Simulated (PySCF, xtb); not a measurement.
## Relative energy of two structures of CHOSi+

Structure X is a singlet given by its coordinates and structure Y is a singlet given by its coordinates. Both are isolated ions in the gas phase, relaxed with PBE0-D3(BJ)/def2-SVP.

X (Å):

```yaml
atoms:
  - { symbol: C, position_ang: [-1.1851, -0.0754, -0.2305] }
  - { symbol: O, position_ang: [-2.2047, -0.7344, 0.0683] }
  - { symbol: Si, position_ang: [-1.5279, -1.3779, -1.5466] }
  - { symbol: H, position_ang: [-0.8009, 0.7435, 0.4046] }
```

Close contacts (Å): C1–O2 1.25, C1–Si3 1.88, O2–Si3 1.87, C1–H4 1.11.

Y (Å):

```json
{"atom": "C", "x (Å)": "0.1926", "y (Å)": "-0.0180", "z (Å)": "-0.6666"}
{"atom": "O", "x (Å)": "-0.1855", "y (Å)": "-0.7050", "z (Å)": "-1.4628"}
{"atom": "Si", "x (Å)": "0.7965", "y (Å)": "1.4703", "z (Å)": "0.6601"}
{"atom": "H", "x (Å)": "1.3178", "y (Å)": "0.2799", "z (Å)": "1.4561"}
```

Close contacts (Å): C1–O2 1.12, C1–Si3 2.08, Si3–H4 1.52.

Quicker runs give these differences E(Y) − E(X): GFN2-xTB −0.225 eV; HF/STO-3G −0.231 eV (at GFN2-xTB geometries); r2SCAN-D4/def2-SVP +0.192 eV (at GFN2-xTB geometries).

Q: Estimate E(Y) − E(X) at the level CCSD(T)/def2-TZVPP.

A: Calculated at CCSD(T)/def2-TZVPP: E(Y) − E(X) = −0.076 eV, so structure Y lies lower.

Level by level:

```tsv
level	geometry	E(Y) − E(X) (eV)	departure from the last row (eV)	job, with rough time for the two
GFN2-xTB	GFN2-xTB	−0.225	−0.149	optimisation, 0.49 s
HF/STO-3G	GFN2-xTB	−0.231	−0.155	single point, 3.8 s
r2SCAN-D4/def2-SVP	GFN2-xTB	+0.192	+0.268	single point, 13 s
PBE0-D3(BJ)/def2-SVP	PBE0-D3(BJ)/def2-SVP	+0.104	+0.180	optimisation, 55 s
HF/def2-TZVPP	PBE0-D3(BJ)/def2-SVP	−0.232	−0.156	part of the CCSD(T) run
MP2/def2-TZVPP	PBE0-D3(BJ)/def2-SVP	−0.045	+0.031	part of the CCSD(T) run
CCSD(T)/def2-TZVPP	PBE0-D3(BJ)/def2-SVP	−0.076		single point, 97 s
```

r2SCAN-D4/def2-SVP, PBE0-D3(BJ)/def2-SVP put the two in the other order. The largest departure from CCSD(T)/def2-TZVPP is that of r2SCAN-D4/def2-SVP, 0.268 eV.

With thermal terms from frequencies at re-optimised GFN2-xTB minima (ideal gas, soft modes damped towards free rotors, one conformer each, 400 K, 1 atm): on the last row, ΔE + ΔZPE = −0.155, ΔH = −0.138, ΔG = −0.164 eV.

The correlated steps freeze 7 core orbitals. Programs: PySCF 2.14.0, xtb 6.7.1; the last row on 2 threads of Intel(R) Xeon(R) Processor @ 2.50GHz (Skylake/Cascade Lake) on a shared host.
